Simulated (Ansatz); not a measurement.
Correlation energies of C3H7FO, SMILES `CCOCF` by basis set

```xyz
12

C     0.856   -1.221   -0.358
C     0.250    0.078   -0.838
O    -1.042    0.302   -0.279
C    -1.037    0.916    0.938
F    -0.745    2.264    0.815
H     1.822   -1.385   -0.841
H     1.022   -1.215    0.722
H     0.202   -2.061   -0.600
H     0.098    0.055   -1.919
H     0.900    0.931   -0.617
H    -0.284    0.504    1.621
H    -2.042    0.833    1.355
```

The species carries charge 0 and has multiplicity 1. Geometry: relaxed with PBE0-D4/def2-TZVP. It is one conformer, not always the lowest. Frozen core, restricted reference, Ansatz 0.2.0. CBS rows extrapolate triple and quadruple zeta; past MP2 they add the triple-zeta difference.

| basis | HF (Eh) | MP2 corr. | CCSD corr. | (T) | CCSD(T) total |
| --- | --- | --- | --- | --- | --- |
| def2-TZVPP | -292.09235 | -1.00679 | -1.04307 | -0.03702 | -293.17244 |
| def2-QZVPP | -292.10585 | -1.08343 | – | – | – |
| CBS(def2) | -292.10771 | -1.14021 | -1.17648 | as TZ | -293.32121 |
